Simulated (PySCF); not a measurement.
## Silicon: a sound run and one with changed settings

Sound run: Si [Ne] 3s2 3p2, Si+ [Ne] 3s2 3p1. All numbers are calculated (PySCF 2.14, the spin-free X2C one-electron Hamiltonian (Gaussian nucleus), in cc-pVDZ-DK). The sound run starts from symmetry-adapted Hartree-Fock orbitals and uses a fine grid where one is needed.

Changed run: 6 angular points. This setting is unsound on purpose.

| species | method | sound run (hartree) | changed run (hartree) | converged |
| --- | --- | --- | --- | --- |
| Si | UHF | -289.45207 | -289.45207 | yes |
| Si | BP86 | -290.00322 | -290.04419 | yes |
| Si | LDA | -288.79947 | -288.83450 | yes |
| Si+ | UHF | -289.17161 | -289.17161 | yes |
| Si+ | BP86 | -289.70012 | -289.75777 | yes |
| Si+ | LDA | -288.49772 | -288.54894 | yes |

Ionisation energy of Si:

```csv
method,sound run (eV),changed run (eV)
UHF,7.632,7.632
```

A coarse angular grid integrates products of high-l functions wrongly, so density functionals can shift, and the SCF can exploit the error; Hartree-Fock and MP2 need no grid.

For comparison, NIST gives 8.152 eV between the lowest levels.
